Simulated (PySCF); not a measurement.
# AlN: a composite coupled-cluster curve

One table from this session's results is given with a row withheld; the runs are named, their logs left out.

Method: CCSD(T) on ROHF, no relativity in the base curves; scalar relativity is added as a correction; program: PySCF 2.14.0.

Set-up of the first run:

| Property | Result |
| --- | --- |
| molecule | AlN |
| state | triplet, unpaired electrons σ ↑, π ↑ |
| smaller basis | Al cc-pV(T+d)Z, N cc-pVTZ |
| larger basis | Al cc-pV(Q+d)Z, N cc-pVQZ |
| frozen core orbitals | 6 |
| extrapolation | correlation as n⁻³ (n = 3, 4), Hartree–Fock as (n+1)·exp(−9√n) |
| corrections | core–valence correlation, scalar relativity |
| distances (Å) | 1.5825, 1.6544, 1.7263, 1.7982, 1.8702, 1.9601, 2.0500 |
| masses (u) | 26.9815, 14.0031 |
| dissociation limit | Al + N |

Command:

```
$ OMP_NUM_THREADS=4 python comp.py task.json out
```

One table of the session follows, with a row left open; its other results are not shown here.

Parts of the energy along the bond, in eV from Al + N:

| R (Å) | HF/CBS | CCSD corr. | (T) | core–valence | relativity |
| --- | --- | --- | --- | --- | --- |
| 1.5825 | 0.170 | -1.822 | -0.2086 | -0.0556 | 0.0030 |
| 1.6544 | -0.260 | -1.796 | -0.2116 | -0.0376 | 0.0048 |
| 1.7263 | -0.486 | -1.767 | -0.2130 | -0.0242 | 0.0058 |
| 1.7982 | -0.568 | -1.740 | -0.2136 | -0.0142 | 0.0062 |
| 1.8702 | -0.547 | -1.714 | -0.2138 | -0.0071 | 0.0062 |
| 1.9601 | ? | ? | ? | ? | ? |
| 2.0500 | -0.238 | -1.662 | -0.2159 | 0.0027 | 0.0053 |

Estimate the missing values for R (Å) = 1.9601.

Worked estimate for «HF/CBS». A straight line through the neighbours (1.8702, -0.547) and (2.0500, -0.238) gives -0.547 + (-0.238 + 0.547) × (1.9601 − 1.8702) / (2.0500 − 1.8702) = -0.393; a parabola fitted to 3 rows on both sides gives -0.438.

As computed: HF/CBS: -0.426; CCSD corr.: -1.685; (T): -0.2144; core–valence: -0.0010; relativity: 0.0059. In «HF/CBS» the line misses by +0.033 and the parabola by -0.012.
